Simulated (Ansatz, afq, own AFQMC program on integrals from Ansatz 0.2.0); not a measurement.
# Where AFQMC and coupled cluster stand for HBrCl, doublet

```xyz
3

Cl    0.0000    0.0000   -1.8707
H     0.0000    0.0000    0.1703
Br    0.0000    0.0000    1.7003
```

Connectivity, by distances: Cl ··· BrH.

Basis cc-pVTZ. Only valence electrons are correlated. AFQMC by an in-house program on the Cholesky factors that Ansatz 0.2.0 writes for its CCSD(T) run. The CISD trial takes its coefficients from CCSD amplitudes. Released means that phaseless walkers are propagated on without the constraint, phases kept. Uncertainties: one standard error, sampling alone. No spin–orbit coupling.

Determinant: UHF, the one that the program's search chose, which needn't be the lowest solution. The geometry is a point of a scan.

No full CI on the walks' own integrals is used here; CCSDT(Q) serves as the reference and is uncertain by about the last step of the cluster series.

Cautions: no relativity below Rb; no spin-orbit coupling; inner d shell frozen; the released energies are still falling, so no released level is given (meV from the phaseless value at times in 1/Eh: -9 ± 4 at 0.24, -24 ± 6 at 0.51, -28 ± 6 at 0.99, -40 ± 9 at 1.50), though the last usable value meets CCSDT(Q) within the noise.

* T1 diagnostic: 0.0082
* weight of the determinant in the CISD state: 0.859
* ⟨S²⟩ of the determinant: 0.760
* size of the correlated space: 15 electrons in 72 orbitals

Reference: CCSDT(Q), correlation energy -10.719 eV.

| level | E − E(reference) (meV) | share of correlation (%) |
| --- | --- | --- |
| HF | 10718.9 | 0.00 |
| MP2 | 1494.5 | 86.06 |
| CCSD | 401.3 | 96.26 |
| CCSD(T) | 44.3 | 99.59 |
| CCSDT | 13.3 | 99.88 |
| ph-AFQMC/CISD | 22.1 ± 5.5 | 99.79 |

A walk keeps the symmetry of its determinant, which the program's search chose and which needn't be the lowest solution, so a lower state of the same spin and another symmetry isn't excluded.
